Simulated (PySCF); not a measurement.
# BPH6: NMR shifts at several levels of theory, part 2 of 2

PySCF 2.14.0. Atoms count from 0. Earlier steps stand in the parts before.

### Step 10. NMR shieldings: KT3/pcSseg-2

Job settings and geometry (Å):

```
{"job": {"kind": "nmr", "xc": "KT3", "basis": "pcSseg-2", "pop": false}, "charge": 0, "multiplicity": 1}
B     -1.144904    -0.061940    -0.018728
P      0.772888     0.043102     0.010354
H     -1.495314     0.826626     0.740972
H     -1.427649     0.131808    -1.190048
H     -1.379942    -1.191396     0.379447
H      1.433918    -0.140639     1.249904
H      1.504503    -0.873179    -0.784887
H      1.381577     1.253370    -0.404360
```

With the program's defaults for keys left out, this is: GIAO KT3/pcSseg-2 NMR shielding, non-relativistic, gas phase.

What it wrote:

```text
coarse grid: 6432 points
cycle   1  E = -372.7955204075  dE = -1.085e-01  |g| = 4.128e-01  |ddm| = 1.724e+00
cycle   2  E = -372.7047060325  dE =  9.081e-02  |g| = 6.080e-01  |ddm| = 1.390e+00
cycle   3  E = -372.8630873570  dE = -1.584e-01  |g| = 3.893e-02  |ddm| = 9.676e-01
cycle   4  E = -372.8635141961  dE = -4.268e-04  |g| = 1.674e-02  |ddm| = 6.800e-02
cycle   5  E = -372.8635968289  dE = -8.263e-05  |g| = 5.286e-03  |ddm| = 2.332e-02
cycle   6  E = -372.8636049043  dE = -8.075e-06  |g| = 5.171e-04  |ddm| = 4.919e-03
final grid: 55368 points
cycle   7  E = -372.8843122912  dE = -1.008e-04  |g| = 7.928e-03  |ddm| = 4.382e-02
cycle   8  E = -372.8843118798  dE =  4.113e-07  |g| = 4.328e-03  |ddm| = 6.740e-03
cycle   9  E = -372.8843151292  dE = -3.249e-06  |g| = 2.317e-03  |ddm| = 6.569e-03
cycle  10  E = -372.8843170530  dE = -1.924e-06  |g| = 5.312e-05  |ddm| = 2.752e-03
cycle  11  E = -372.8843170539  dE = -9.250e-10  |g| = 3.729e-05  |ddm| = 1.363e-04
cycle  12  E = -372.8843170544  dE = -4.429e-10  |g| = 6.401e-06  |ddm| = 4.550e-05
converged SCF energy = -372.8843170544

GIAO shielding tensors (ppm)
atom      isotropic    diamagn.    paramagn.     s11        s22        s33       span
  0 B      148.918     188.165     -39.248    147.753    149.493    149.508      1.756
  1 P      453.924     968.739    -514.815    418.719    418.748    524.305    105.586
  2 H       30.297      28.583       1.714     27.342     29.052     34.498      7.157
  3 H       30.297      28.583       1.715     27.341     29.052     34.499      7.158
  4 H       30.297      28.583       1.714     27.342     29.051     34.498      7.155
  5 H       27.101      29.156      -2.055     23.924     24.014     33.364      9.440
  6 H       27.100      29.155      -2.054     23.925     24.014     33.363      9.438
  7 H       27.100      29.154      -2.054     23.926     24.013     33.362      9.436
```

Wall time 9.2 s (1 thread, shared host).

Key values: δ B0 -50.3, P1 -132.4, H5 4.25, H2 1.06 ppm (means over like atoms).

### Step 11. Shielding tensors: B97-D/pcSseg-2

The job, as its differences from that of step 10:

```diff
@@ -1,2 +1,2 @@
-{"job": {"kind": "nmr", "xc": "KT3", "basis": "pcSseg-2", "pop": false}, "charge": 0, "multiplicity": 1}
+{"job": {"kind": "nmr", "xc": "B97-D", "basis": "pcSseg-2", "pop": false}, "charge": 0, "multiplicity": 1}
 B     -1.144904    -0.061940    -0.018728
```

With the program's defaults for keys left out, this is: GIAO B97-D/pcSseg-2 NMR shielding, non-relativistic, gas phase.

What it wrote:

```text
coarse grid: 6432 points
cycle   1  E = -369.7296879724  dE = -1.169e-01  |g| = 4.116e-01  |ddm| = 1.744e+00
cycle   2  E = -369.6422700028  dE =  8.742e-02  |g| = 6.047e-01  |ddm| = 1.345e+00
cycle   3  E = -369.7949638537  dE = -1.527e-01  |g| = 3.690e-02  |ddm| = 9.271e-01
cycle   4  E = -369.7953735082  dE = -4.097e-04  |g| = 1.583e-02  |ddm| = 6.908e-02
cycle   5  E = -369.7954526358  dE = -7.913e-05  |g| = 5.541e-03  |ddm| = 2.248e-02
cycle   6  E = -369.7954598575  dE = -7.222e-06  |g| = 7.050e-04  |ddm| = 4.846e-03
final grid: 55368 points
cycle   7  E = -369.8018939787  dE = -5.960e-05  |g| = 4.660e-03  |ddm| = 3.068e-02
cycle   8  E = -369.8018931778  dE =  8.010e-07  |g| = 3.427e-03  |ddm| = 6.027e-03
cycle   9  E = -369.8018962984  dE = -3.121e-06  |g| = 1.438e-03  |ddm| = 4.909e-03
cycle  10  E = -369.8018969821  dE = -6.837e-07  |g| = 8.810e-05  |ddm| = 1.700e-03
cycle  11  E = -369.8018969851  dE = -2.945e-09  |g| = 4.003e-05  |ddm| = 1.749e-04
cycle  12  E = -369.8018969855  dE = -3.927e-10  |g| = 1.034e-05  |ddm| = 4.230e-05
converged SCF energy = -369.8018969855

GIAO shielding tensors (ppm)
atom      isotropic    diamagn.    paramagn.     s11        s22        s33       span
  0 B      146.713     187.372     -40.659    145.460    147.332    147.347      1.887
  1 P      424.083     967.570    -543.487    386.698    386.728    498.821    112.123
  2 H       30.327      28.604       1.722     27.447     29.152     34.381      6.933
  3 H       30.327      28.604       1.723     27.447     29.152     34.382      6.935
  4 H       30.326      28.604       1.723     27.448     29.151     34.380      6.932
  5 H       27.063      29.082      -2.020     23.937     24.044     33.208      9.271
  6 H       27.063      29.081      -2.019     23.938     24.044     33.206      9.268
  7 H       27.063      29.081      -2.019     23.939     24.043     33.205      9.266
```

It took 9.1 s on 1 thread, shared host.

In short: δ B0 -50.4, P1 -129.5, H5 4.33, H2 1.07 ppm (means over like atoms).

### Step 12. Nuclear shieldings: B3LYP/pcSseg-2

The job, as its differences from that of step 11:

```diff
@@ -1,2 +1,2 @@
-{"job": {"kind": "nmr", "xc": "B97-D", "basis": "pcSseg-2", "pop": false}, "charge": 0, "multiplicity": 1}
+{"job": {"kind": "nmr", "xc": "B3LYP", "basis": "pcSseg-2", "pop": false}, "charge": 0, "multiplicity": 1}
 B     -1.144904    -0.061940    -0.018728
```

With the program's defaults for keys left out, this is: GIAO B3LYP/pcSseg-2 NMR shielding, non-relativistic, gas phase.

What it wrote:

```text
coarse grid: 6432 points
cycle   1  E = -369.7864898767  dE = -1.192e-01  |g| = 3.791e-01  |ddm| = 1.702e+00
cycle   2  E = -369.7721758010  dE =  1.431e-02  |g| = 4.146e-01  |ddm| = 9.671e-01
cycle   3  E = -369.8378311606  dE = -6.566e-02  |g| = 2.210e-02  |ddm| = 5.624e-01
cycle   4  E = -369.8379493208  dE = -1.182e-04  |g| = 5.748e-03  |ddm| = 1.974e-02
cycle   5  E = -369.8379562621  dE = -6.941e-06  |g| = 1.143e-03  |ddm| = 5.149e-03
final grid: 55368 points
cycle   6  E = -369.8456739403  dE = -2.299e-05  |g| = 1.614e-03  |ddm| = 2.142e-02
cycle   7  E = -369.8456740697  dE = -1.294e-07  |g| = 1.359e-03  |ddm| = 2.510e-03
cycle   8  E = -369.8456745590  dE = -4.893e-07  |g| = 1.545e-04  |ddm| = 1.222e-03
cycle   9  E = -369.8456745651  dE = -6.051e-09  |g| = 3.127e-05  |ddm| = 1.828e-04
cycle  10  E = -369.8456745654  dE = -3.421e-10  |g| = 1.199e-05  |ddm| = 5.268e-05
converged SCF energy = -369.8456745654

GIAO shielding tensors (ppm)
atom      isotropic    diamagn.    paramagn.     s11        s22        s33       span
  0 B      146.735     185.468     -38.734    146.028    147.081    147.096      1.068
  1 P      415.444     965.856    -550.412    377.440    377.471    491.420    113.980
  2 H       30.335      28.410       1.925     27.395     29.114     34.495      7.099
  3 H       30.335      28.410       1.925     27.395     29.115     34.495      7.101
  4 H       30.335      28.410       1.925     27.396     29.114     34.494      7.098
  5 H       27.173      28.977      -1.804     24.062     24.077     33.379      9.318
  6 H       27.172      28.976      -1.803     24.061     24.078     33.378      9.316
  7 H       27.172      28.976      -1.804     24.061     24.079     33.377      9.316
```

Run time: 5.8 s. Hardware: 1 thread, shared host.

This run: δ B0 -50.3, P1 -132.1, H5 4.22, H2 1.05 ppm (means over like atoms).

### Step 13. Shielding tensors: PBE0/pcSseg-2

The job, as its differences from that of step 12:

```diff
@@ -1,2 +1,2 @@
-{"job": {"kind": "nmr", "xc": "B3LYP", "basis": "pcSseg-2", "pop": false}, "charge": 0, "multiplicity": 1}
+{"job": {"kind": "nmr", "xc": "PBE0", "basis": "pcSseg-2", "pop": false}, "charge": 0, "multiplicity": 1}
 B     -1.144904    -0.061940    -0.018728
```

Level: GIAO PBE0/pcSseg-2 NMR shielding, non-relativistic, gas phase.

What it wrote:

```text
coarse grid: 6432 points
cycle   1  E = -369.5811837984  dE = -1.137e-01  |g| = 3.645e-01  |ddm| = 1.706e+00
cycle   2  E = -369.5779392898  dE =  3.245e-03  |g| = 3.668e-01  |ddm| = 8.821e-01
cycle   3  E = -369.6284239613  dE = -5.048e-02  |g| = 1.910e-02  |ddm| = 4.896e-01
cycle   4  E = -369.6285121431  dE = -8.818e-05  |g| = 4.132e-03  |ddm| = 1.606e-02
cycle   5  E = -369.6285159309  dE = -3.788e-06  |g| = 9.253e-04  |ddm| = 3.961e-03
final grid: 55368 points
cycle   6  E = -369.6366092766  dE = -3.583e-05  |g| = 3.564e-03  |ddm| = 2.353e-02
cycle   7  E = -369.6366094434  dE = -1.669e-07  |g| = 3.400e-03  |ddm| = 6.037e-03
cycle   8  E = -369.6366129002  dE = -3.457e-06  |g| = 1.880e-04  |ddm| = 3.395e-03
cycle   9  E = -369.6366129125  dE = -1.238e-08  |g| = 7.363e-05  |ddm| = 3.769e-04
cycle  10  E = -369.6366129140  dE = -1.478e-09  |g| = 1.470e-05  |ddm| = 7.479e-05
cycle  11  E = -369.6366129141  dE = -6.128e-11  |g| = 2.770e-06  |ddm| = 1.605e-05
converged SCF energy = -369.6366129141

GIAO shielding tensors (ppm)
atom      isotropic    diamagn.    paramagn.     s11        s22        s33       span
  0 B      151.417     187.196     -35.779    150.047    152.094    152.109      2.062
  1 P      438.165     966.161    -527.996    402.478    402.514    509.502    107.024
  2 H       30.214      28.332       1.882     27.090     28.905     34.647      7.558
  3 H       30.214      28.332       1.882     27.089     28.905     34.648      7.559
  4 H       30.214      28.332       1.882     27.090     28.904     34.646      7.556
  5 H       27.005      28.831      -1.826     23.758     23.801     33.456      9.698
  6 H       27.005      28.830      -1.825     23.758     23.802     33.454      9.696
  7 H       27.004      28.830      -1.825     23.757     23.803     33.453      9.696
```

Wall time 6.1 s (1 thread, shared host).

In short: δ B0 -52.3, P1 -141.6, H5 4.24, H2 1.03 ppm (means over like atoms).

### Step 14. Nuclear shieldings: mPW1PW91/pcSseg-2

The job, as its differences from that of step 13:

```diff
@@ -1,2 +1,2 @@
-{"job": {"kind": "nmr", "xc": "PBE0", "basis": "pcSseg-2", "pop": false}, "charge": 0, "multiplicity": 1}
+{"job": {"kind": "nmr", "xc": "mPW1PW91", "basis": "pcSseg-2", "pop": false}, "charge": 0, "multiplicity": 1}
 B     -1.144904    -0.061940    -0.018728
```

Level: GIAO mPW1PW91/pcSseg-2 NMR shielding, non-relativistic, gas phase.

What it wrote:

```text
coarse grid: 6432 points
cycle   1  E = -369.7703884656  dE = -1.156e-01  |g| = 3.595e-01  |ddm| = 1.699e+00
cycle   2  E = -369.7682201489  dE =  2.168e-03  |g| = 3.600e-01  |ddm| = 8.552e-01
cycle   3  E = -369.8169822684  dE = -4.876e-02  |g| = 1.840e-02  |ddm| = 4.672e-01
cycle   4  E = -369.8170639096  dE = -8.164e-05  |g| = 4.224e-03  |ddm| = 1.575e-02
cycle   5  E = -369.8170680740  dE = -4.164e-06  |g| = 9.179e-04  |ddm| = 4.143e-03
final grid: 55368 points
cycle   6  E = -369.8244159249  dE = -3.143e-05  |g| = 3.007e-03  |ddm| = 2.323e-02
cycle   7  E = -369.8244161641  dE = -2.392e-07  |g| = 2.717e-03  |ddm| = 4.637e-03
cycle   8  E = -369.8244182617  dE = -2.098e-06  |g| = 1.976e-04  |ddm| = 2.643e-03
cycle   9  E = -369.8244182755  dE = -1.373e-08  |g| = 6.242e-05  |ddm| = 3.475e-04
cycle  10  E = -369.8244182765  dE = -1.075e-09  |g| = 1.212e-05  |ddm| = 6.130e-05
cycle  11  E = -369.8244182766  dE = -4.377e-11  |g| = 2.256e-06  |ddm| = 1.341e-05
converged SCF energy = -369.8244182766

GIAO shielding tensors (ppm)
atom      isotropic    diamagn.    paramagn.     s11        s22        s33       span
  0 B      150.736     187.430     -36.694    149.498    151.347    151.362      1.865
  1 P      433.538     966.310    -532.773    397.505    397.542    505.566    108.060
  2 H       30.265      28.449       1.816     27.172     28.969     34.655      7.483
  3 H       30.266      28.449       1.816     27.172     28.969     34.656      7.485
  4 H       30.265      28.449       1.816     27.173     28.968     34.655      7.482
  5 H       27.066      28.872      -1.806     23.844     23.875     33.479      9.635
  6 H       27.066      28.871      -1.805     23.844     23.876     33.477      9.634
  7 H       27.065      28.871      -1.805     23.843     23.877     33.476      9.633
```

Run time: 6.2 s. Hardware: 1 thread, shared host.

This run: δ B0 -51.6, P1 -138.6, H5 4.23, H2 1.03 ppm (means over like atoms).

### Step 15. Side by side: NMR shifts

Shifts (ppm), means over like atoms, with basis size and wall time (the measured row can stand on another reference than the computed rows):

```tsv
run	H5	H2	B0	P1	functions	time
HF/pcSseg-2	4.03	0.93	-41.4	-108.8	163	3.1 s
LDA/pcSseg-2	4.46	1.08	-58.3	-164.0	163	8.2 s
PBE/pcSseg-2	4.37	1.09	-55.3	-145.5	163	9.6 s
BLYP/pcSseg-2	4.32	1.11	-52.4	-134.0	163	9.8 s
BP86/pcSseg-2	4.36	1.09	-54.3	-142.2	163	9.7 s
OPBE/pcSseg-2	4.38	1.06	-54.1	-141.3	163	10 s
KT2/pcSseg-2	4.30	1.07	-52.4	-145.7	163	9.7 s
KT3/pcSseg-2	4.25	1.06	-50.3	-132.4	163	9.2 s
B97-D/pcSseg-2	4.33	1.07	-50.4	-129.5	163	9.1 s
B3LYP/pcSseg-2	4.22	1.05	-50.3	-132.1	163	5.8 s
PBE0/pcSseg-2	4.24	1.03	-52.3	-141.6	163	6.1 s
mPW1PW91/pcSseg-2	4.23	1.03	-51.6	-138.6	163	6.2 s
measured	–	–	–	-113.0	–	–
```

Measured: O. Kühl, Phosphorus-31 NMR Spectroscopy, Springer 2008, chapter 6 (publisher's sample).

### Step 16. What came out

This closing draws on all 2 parts.

```
                                                            quantity                    value
                                                         point group                      C3v
                                rotational constants (main isotopes)  56.35, 10.67, 10.67 GHz
¹H shifts against TMS (HF/pcSseg-2, means over atoms taken as alike)           4.03, 0.93 ppm
                           ¹¹B shifts against BF3·OEt2 (HF/pcSseg-2)                -41.4 ppm
                              ³¹P shifts against H3PO4 (HF/pcSseg-2)               -108.8 ppm
                            measured, and computed on the same scale  P1 δ -113.0, -108.8 ppm
                                            range of the shift of P1     -164.0 to -108.8 ppm
```

**Reading.** Single values in the summary come from the first run of each kind that ended normally (HF/pcSseg-2), which need not be the best level. The optimisation took 3 steps and gained 0.092 eV; among the close pairs (by a distance rule), P1–H5 changed most, from 1.387 to 1.417 Å. No frequency check was run at this level, so the end point may be a saddle. At HF/pcSseg-2: The widest tensor belongs to P1: span 111 ppm, with a paramagnetic part of -510 ppm. The one measured ³¹P shift is missed by +4.2 ppm (computed less measured, unscaled). Vibration, temperature and solvent are missing from the calculation, so part of the miss against the measured shifts is not the functional's. In ppm, P1 moves most: its shift spreads over 55.2 ppm, from -164.0 (LDA/pcSseg-2) to -108.8 (HF/pcSseg-2). For the one measured ³¹P shift, HF/pcSseg-2 misses least (4.2 ppm, 3.1 s) and LDA/pcSseg-2 most (51.0 ppm, 8.2 s). One molecule ranks no method: errors cancel, and vibration and temperature are missing from all runs.
